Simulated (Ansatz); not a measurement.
Two isomers of C5H8: A = `CC=C=CC`, B = `C=CC1CC1`.

Calculated with Ansatz (gas phase, PBE0-D4/def2-TZVP geometries, no zero-point term in ΔE). CBS: MP2 limit from def2 TZ/QZ plus the TZ coupled-cluster correction, frozen cores. Functionals use def2-TZVPP. B3LYP here is the variant with VWN-RPA as its local correlation; programs differ in this. Each species was taken in one conformer, which may not be the lowest.

A:

```xyz
13

C    -1.320   -1.851    0.593
C    -1.335   -0.417    0.160
C    -0.326    0.211   -0.373
C     0.688    0.835   -0.900
C     1.727    1.587   -0.127
H    -1.543   -1.937    1.661
H    -0.349   -2.308    0.406
H    -2.082   -2.426    0.059
H    -2.264    0.134    0.304
H     0.796    0.816   -1.984
H     1.528    1.546    0.944
H     1.755    2.637   -0.433
H     2.724    1.174   -0.309
```

B:

Z-matrix (Å, degrees):
```
C
C 1 1.467
C 1 1.507 2 119.4
C 1 1.507 2 119.4 3 -69.2
H 1 1.085 2 115.1 3 145.4
C 2 1.327 1 125.2 3 -145.5
H 2 1.090 1 115.6 3 34.5
H 3 1.083 1 117.6 2 142.4
H 3 1.083 1 117.2 2 -0.2
H 4 1.083 1 117.2 2 0.2
H 4 1.083 1 117.6 2 -142.4
H 6 1.083 2 121.5 1 -180.0
H 6 1.085 2 121.4 1 0.0
```

Problem. Which is lower in electronic energy at CCSD(T)/CBS, and by how much? (Estimate.)

Solution. Computed: B, by 12.1 kJ/mol.

Problem. Give E(B) − E(A) in kJ/mol with CCSD(T)/def2-TZVPP, B2PLYP, B3LYP-D4, B3LYP, MP2/def2-TZVPP, PBE-D4, CCSD(T)/def2-SVP. (Best estimate.)

Solution. Computed: CCSD(T)/def2-TZVPP -13.0, B2PLYP -4.0, B3LYP-D4 1.9, B3LYP 4.9, MP2/def2-TZVPP -22.9, PBE-D4 -7.6, CCSD(T)/def2-SVP -14.6. The order is the other way round with B3LYP-D4, B3LYP.

Problem. Does the order hold for the free energy at 298.15 K (harmonic terms from PBE0-D4)? (Best estimate.)

Solution. Computed: Yes: G(B) − G(A) = -4.5 kJ/mol, for one conformer each.

Largest T1 diagnostic: 0.011.

From BLYP to BHLYP (50 % exact exchange), in def2-TZVPP and without D4, E(B) − E(A) moves by −21.9 kJ/mol. Leaving LDA and LC-ωPBE aside and taking each functional with its dispersion term where it has one, the values, not all of them listed here, spread over 36.9 kJ/mol, from PBE-QIDH to BLYP-D4. LDA lies −15.1 kJ/mol from PBE without D4.
